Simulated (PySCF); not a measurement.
Compound: P4.
InChI=1S/P4/c1-2-3(1)4(1)2

The closed-shell ground state was solved at several levels (PySCF, density fitting, gas phase, non-relativistic). Geometry: PBE0-D3(BJ)/def2-SVP; no solvent, vibrations or thermal averaging. The dipole stays under 0.02 D at every level.

| level | basis functions | HOMO (eV) | LUMO (eV) | gap (eV) |
| --- | --- | --- | --- | --- |
| PBE0/6-31G* | 72 | -7.77 | -0.87 | 6.90 |
| PBE0/STO-3G | 36 | -4.15 | 3.97 | 8.12 |
| PBE0/6-31G | 52 | -8.28 | -1.13 | 7.15 |
| wB97X-D/pcSseg-2 | 172 | -9.39 | 0.79 | 10.18 |
| BHandHLYP/pcSseg-2 | 172 | -8.43 | 0.11 | 8.54 |
| LC-wPBE/pcSseg-2 | 172 | -10.11 | 1.17 | 11.28 |
| PBE0/def2-TZVP | 148 | -7.59 | -0.79 | 6.80 |
| B97-2/pcSseg-2 | 172 | -7.43 | -0.91 | 6.52 |
| PBE0/def2-SVP | 72 | -7.78 | -0.77 | 7.01 |
| CAM-B3LYP/pcSseg-2 | 172 | -8.77 | 0.23 | 9.00 |

Problem. What might PBE0/6-311+G(2d,p) (140 basis functions) give for the same quantities?

Solution. HOMO -7.64 eV, LUMO -0.83 eV, gap 6.81 eV.

Problem. Over all these levels, which gives the widest orbital gap and which the narrowest?

Solution. LC-wPBE/pcSseg-2 (range-separated hybrid) has the widest, 11.28 eV, and B97-2/pcSseg-2 (global hybrid, 21 % exact exchange) the narrowest, 6.52 eV. The two share the basis. From the narrowest to the widest the HOMO moves by -2.68 eV and the LUMO by +2.08 eV.

Problem. How much does the basis alone move the frontier levels among the 6 PBE0 rows (the withheld one included)?

Solution. The HOMO by 4.13 eV and the LUMO by 5.10 eV. By rising basis size (HOMO, LUMO in eV): STO-3G -4.15, 3.97; 6-31G -8.28, -1.13; 6-31G* -7.77, -0.87; def2-SVP -7.78, -0.77; 6-311+G(2d,p) -7.64, -0.83; def2-TZVP -7.59, -0.79.
